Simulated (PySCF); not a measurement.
Species: C4H7F.
Atom-mapped SMILES: `[F:1][CH:2]1[CH2:3][CH2:4][CH2:5]1` (hydrogens: H6 on C2; H7, H8 on C3; H9, H10 on C4; H11, H12 on C5)

Structure used (PBE0-D3(BJ)/def2-SVP), in Å, numbered top down from 1:
```
atom  x, y, z in Å
F1    -0.145   -2.234   -0.004
C2    -0.096   -0.941    0.434
C3    -1.057    0.056   -0.212
C4     0.087    1.089   -0.149
C5     1.081   -0.086   -0.035
H6    -0.186   -0.948    1.534
H7    -1.255   -0.253   -1.249
H8    -2.011    0.275    0.289
H9     0.051    1.686    0.775
H10    0.202    1.774   -1.000
H11    1.959    0.010    0.620
H12    1.406   -0.430   -1.029
```

All values: CAM-B3LYP/def2-SVPD (PySCF, non-relativistic), on one gas-phase PBE0-D3(BJ)/def2-SVP geometry that isn't relaxed in the solvent. The solvent is an IEF-PCM continuum (Bondi radii, 1.10 Å for H, scaled by 1.2), and excitations are vertical TDDFT with non-equilibrium linear response and a frozen core. The model holds no explicit solvent molecules, cavitation or dispersion.

Gas-phase singlets (H = HOMO, L = LUMO):

| state | E (eV) | λ (nm) | f | leading configuration |
| --- | --- | --- | --- | --- |
| S1 | 8.570 | 145 | 0.014 | H→L 78% |
| S2 | 8.706 | 142 | 0.018 | H→L+1 74% |
| S3 | 8.716 | 142 | 0.041 | H-1→L 68% |
| S4 | 8.873 | 140 | 0.005 | H-1→L+1 63% |
| S5 | 9.259 | 134 | 0.000 | H→L+2 81% |

**Question.** What are the lowest 5 singlets in chloroform (ε = 4.711)?

**Answer.** 
```csv
state,E (eV),λ (nm),f,leading configuration,change by rank (eV)
S1,8.580,145,0.015,H→L 50%,+0.010
S2,8.691,143,0.021,H→L+1 47%,-0.015
S3,8.744,142,0.044,H-1→L 55%,+0.028
S4,8.903,139,0.024,H-1→L+1 50%,+0.030
S5,9.268,134,0.000,H→L+2 82%,+0.009
```

**Question.** How does the list change in water (ε = 78.36)?

**Answer.** 
```
state  E (eV)  λ (nm)      f  leading configuration  change by rank (eV)
   S1   8.576     145  0.012                H→L 55%               +0.006
   S2   8.718     142  0.019              H→L+1 54%               +0.012
   S3   8.744     142  0.035              H-1→L 61%               +0.028
   S4   8.928     139  0.032            H-1→L+1 58%               +0.055
   S5   9.271     134  0.000              H→L+2 82%               +0.012
```

**Question.** How do the frontier levels move from gas to water?

**Answer.** 
```
orbital  gas (eV)  solvent (eV)  change (eV)                   Löwdin shares, gas               Löwdin shares, solvent
 LUMO+2      2.05          2.25        +0.20  C3 15 %, C5 15 %, H8 14 %, H11 14 %  C3 15 %, C5 15 %, H8 13 %, H11 13 %
 LUMO+1      1.76          1.85        +0.09  C2 20 %, H6 17 %, F1 13 %, H10 11 %  F1 16 %, C4 16 %, H10 15 %, C2 12 %
   LUMO      1.44          1.71        +0.27   C4 20 %, H9 12 %, C3 11 %, C5 11 %   C2 15 %, C3 12 %, C5 12 %, C4 10 %
   HOMO    -10.20        -10.03        +0.17   C2 20 %, F1 18 %, C4 13 %, C5 12 %   C2 20 %, C4 14 %, F1 13 %, C5 13 %
 HOMO-1    -10.35        -10.21        +0.14   C3 20 %, C5 20 %, C2 20 %, F1 19 %   C5 22 %, C3 22 %, C2 19 %, F1 13 %
 HOMO-2    -11.19        -10.95        +0.24   C4 27 %, H9 16 %, C5 14 %, C3 13 %   C4 28 %, H9 16 %, C5 14 %, C3 13 %
 HOMO-3    -11.22        -11.05        +0.17   C4 30 %, C3 20 %, C5 20 %, F1 15 %   C4 28 %, C3 20 %, C5 20 %, F1 16 %
```

The HOMO–LUMO gap goes from 11.64 to 11.73 eV. Rows go by rank; for LUMO, LUMO+1 and LUMO+2 the atom shares or the degeneracy differ between the runs, so the row needn't follow one orbital.
